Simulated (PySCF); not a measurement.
Molecule: neopentyl alcohol (SMILES CC(C)(C)CO).

Bonds (- single, = double, # triple, : aromatic): C1-C2, C2-C3, C2-C4, C2-C5, C5-O6. C1 carries H7, H8, H9; C3 carries H10, H11, H12; C4 carries H13, H14, H15; C5 carries H16, H17; O6 carries H18.

Frames of a GFN2-xTB Langevin trajectory at 400 K; GIAO PBE0/pcSseg-1 shieldings in PySCF 2.14, gas phase, non-relativistic; equivalent atoms averaged within each frame.

δ = σ(ref) − σ, references computed at the same level: TMS for $^{13}$C (σ = 186.93 ppm), $^{1}$H (σ = 31.72 ppm); $^{17}$O (σ = 336.08 ppm) against H2O. The references are static minima.

How do the shifts (ppm) fluctuate along the trajectory?

## Answers


| time (fs) | C5 | C2 | C1/C3/C4 | O6 | H16/H17 | H18 | H7/H8/H9/H10/H11/H12/H13/H14/H15 |
| --- | --- | --- | --- | --- | --- | --- | --- |
| optimised geometry | 78.2 | 35.1 | 27.1 | 28.8 | 3.51 | 0.44 | 0.90 |
| 250 | 86.4 | 32.0 | 28.7 | 48.9 | 3.76 | 1.16 | 1.08 |
| 425 | 85.4 | 37.1 | 25.8 | 37.2 | 3.80 | 1.20 | 0.70 |
| 625 | 82.3 | 42.5 | 25.9 | 28.3 | 4.01 | 0.85 | 0.52 |
| 800 | 95.7 | 33.7 | 23.1 | 50.9 | 3.70 | 1.40 | 0.53 |
| 1000 | 73.0 | 30.6 | 31.1 | 28.8 | 3.40 | 0.37 | 1.17 |
| mean of frames | 84.5 | 35.2 | 26.9 | 38.8 | 3.73 | 1.00 | 0.80 |
| standard deviation | 8.2 | 4.8 | 3.1 | 10.7 | 0.22 | 0.40 | 0.31 |

5 frames give an uncertainty of the mean of about the standard deviation over 2.2 at best, since frames this close in time may not be independent; classical motion lacks zero-point vibration, and the reference would need the same averaging.
